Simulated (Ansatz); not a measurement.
Worked example: correlation energy of F–CH–Ga⁺, triplet

Geometry: that of the F–CH–Ga, doublet, kept fixed.

```xyz
4

F     0.0000   -0.3591    2.1394
C     0.0000    0.5643    1.1556
Ga    0.0000   -0.0220   -0.8053
H     0.0000    1.5648    1.6079
```

Basis cc-pVDZ; Ansatz 0.2.0. Only valence electrons are correlated (noble-gas cores and the filled d shells of p-block atoms frozen), which leaves 14 electrons in 44 orbitals. Prefix R: restricted or restricted open-shell reference; prefix U: unrestricted. No spin–orbit coupling is included, and no scalar relativity.

Full CI isn't at hand for all of this; UCCSDT(Q) serves as the reference, and is uncertain by about the last step of the cluster series.

Runs differ by some tens of microhartree through their thresholds and, for an open shell, their frozen cores, so steps under 0.03 kcal/mol mean nothing.

```
    level  total energy (hartree)
      UHF            -2060.761341
     UMP2            -2061.078516
    UCCSD            -2061.105061
 UCCSD(T)            -2061.114276
   UCCSDT            -2061.115573
UCCSDT(Q)            -2061.116473
```

What is the correlation energy at UCCSDT(Q), and what share of it do UMP2 and UCCSD recover?

E(corr) = -2061.116473 − (-2060.761341) = -0.355132 hartree = -9.664 eV. UMP2: -0.317175 / -0.355132 = 89.31 %. UCCSD: -0.343720 / -0.355132 = 96.79 %.

By how many kcal/mol does UCCSD(T) miss UCCSDT(Q) (1 hartree = 627.509 kcal/mol), and which steps make up the rest?

-2061.114276 − (-2061.116473) = 0.002197 hartree = 1.38 kcal/mol. Steps: UCCSDT − UCCSD(T) = -0.81, UCCSDT(Q) − UCCSDT = -0.56 kcal/mol. Differences between like states or geometries often cancel part of this.
